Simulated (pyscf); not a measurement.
H₂N–SiH₂–NH₂ → H₂N–NH–SiH₃, a concerted two-bond exchange (singlet surface; N–Si, H–N broken, N–N, H–Si formed). PySCF, gas phase, ωB97X-D3(BJ)/def2-SVP geometries. MP2 and CC: frozen core, UHF for open shells. ΔMP2 is the change of the MP2 total energy from the triple- to the quadruple-zeta basis. Energies in kcal/mol from the reactant's lowest minimum found.

Small-basis levels: PySCF, no dispersion term, spherical d functions. AM1 to PM7: differences of heats of formation from MOPAC. GFN2-xTB: tblite. Cost: rough CPU time at the saddle relative to B3LYP/6-31G*, from one job on a shared machine.

```tsv
level	barrier	reaction energy	cost
SVWN5/6-31G*	104.3	+48.1	0.9
BP86/6-31G*	101.6	+48.1	1
PBE/6-31G*	102.0	+47.8	1
B3LYP/6-311+G**	116.8	+54.8	2
PBE/def2-SVP	105.8	+48.5	2
B3LYP/def2-SVP	116.1	+50.2	1
GFN2-xTB	113.6	+33.7	under 0.02
AM1	161.2	+53.4	under 0.02
PM7	121.0	+42.3	under 0.02
CCSD(T)/def2-TZVPP + ΔMP2(QZVPP)	119.5	+59.3	–
```

Against the last row the barrier runs from -17.9 (BP86/6-31G*) to +41.6 kcal/mol (AM1). CCSD(T)/def2-TZVPP + ΔMP2(QZVPP) has limits of its own. The same reactants have a lower exit, to NH₃ + HN=SiH₂ (highest point, the separated products, at +68.3 kcal/mol at ωB97M-D3(BJ), against +122.0 kcal/mol here). This is the saddle that the search found; another between the same sides may lie lower. A restricted solution here is unstable towards spin polarisation, so biradical character is likely and single-reference numbers are less safe. The CCSD(T) − MP2 part came from Ansatz, without density fitting, on the same reference. The largest closed-shell T1 diagnostic is 0.036, which may signal static correlation.
